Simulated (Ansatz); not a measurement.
B3H9 (relaxed from a model of (H2B-mu-H)3, whose bonding it doesn't keep). The state is a singlet with charge 0. Geometry PBE-D4/def2-TZVP.

```xyz
12

B    -0.6783   -0.8717   -0.0949
H    -1.8150   -0.6585    0.1884
H    -0.4209   -2.0036   -0.4449
H     0.2087   -1.0378    0.8621
B     0.4263    0.2531    0.9916
H     1.5093   -0.0383    1.4521
H    -0.2838    0.8999    1.6953
H     1.0747    0.8449    0.0128
B     0.0732    0.7316   -0.8321
H    -0.7701    1.5721   -0.8467
H     0.8951    0.7848   -1.7218
H    -0.2192   -0.4766   -1.2619
```

HSE06 is defined as in plane-wave codes, on full-range PBE exchange.

(1) Estimate the orbital energies around the gap (eV) in Ansatz with HF/STO-3G, HF/6-31G, PBE0-D4/def2-SVP, PBE0-D4/def2-TZVPD, HSE06-D4/def2-TZVP.

## Answers

(1) 
```csv
orbital,HF/STO-3G,HF/6-31G,PBE0-D4/def2-SVP,PBE0-D4/def2-TZVPD,HSE06-D4/def2-TZVP
HOMO−9,-202.37,-207.19,-185.16,-184.81,-184.38
HOMO−8,-24.63,-25.72,-19.54,-19.66,-19.23
HOMO−7,-19.09,-20.05,-15.15,-15.26,-14.84
HOMO−6,-19.09,-20.04,-15.14,-15.25,-14.83
HOMO−5,-15.13,-15.95,-11.86,-11.93,-11.51
HOMO−4,-13.25,-14.08,-10.64,-10.71,-10.30
HOMO−3,-13.25,-14.08,-10.63,-10.70,-10.30
HOMO−2,-12.70,-13.60,-10.34,-10.38,-9.97
HOMO−1,-11.75,-12.64,-9.26,-9.32,-8.92
HOMO,-11.74,-12.62,-9.24,-9.31,-8.90
LUMO,8.64,4.06,0.51,0.21,-0.03
LUMO+1,9.99,5.55,1.34,0.33,0.83
LUMO+2,13.17,6.27,2.29,0.50,0.87
LUMO+3,13.18,6.58,2.50,0.50,0.88
LUMO+4,17.52,6.58,2.50,1.15,1.04
LUMO+5,17.58,8.42,4.15,1.41,1.85
```
